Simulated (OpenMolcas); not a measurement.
A ladder of methods for C4H11P (tert-butylphosphine)

C4H11P has 16 atoms, charge 0, and is taken as a singlet. SMILES: `CC(C)(C)P`. The shape is that of a PBE0-D4/def2-TZVP optimisation. This is one conformer, not always the lowest.

```xyz
16

C    -0.7418    0.5823   -1.0511
C     0.0359   -0.0304    0.1056
C     1.4795    0.4662    0.0871
C     0.0122   -1.5535    0.0037
P    -0.6806    0.4213    1.7749
H    -0.7422    1.6735   -0.9971
H    -0.2904    0.2932   -2.0075
H    -1.7809    0.2449   -1.0555
H     2.0609    0.0411    0.9090
H     1.5290    1.5557    0.1653
H     1.9627    0.1776   -0.8520
H    -1.0106   -1.9398    0.0197
H     0.5629   -2.0195    0.8247
H     0.4741   -1.8731   -0.9361
H    -0.8292    1.8156    1.5389
H    -2.0417    0.1448    1.4705
```

Each level gives the dipole moment (D). The values are calculated.

| level | kind | program | value (D) |
| --- | --- | --- | --- |
| HF/6-31G* (spherical functions) | Hartree–Fock | OpenMolcas | 1.32 |
| SVWN5/6-31G* (spherical functions) | LDA | OpenMolcas | 1.52 |
| PBE/6-31G* (spherical functions) | GGA | OpenMolcas | 1.48 |
| M06-L/6-31G* (spherical functions) | meta-GGA | OpenMolcas | 1.36 |
| BHLYP/6-31G* (spherical functions) | global hybrid | OpenMolcas | 1.34 |

The values span 1.32 to 1.52 D. Magnitudes only.
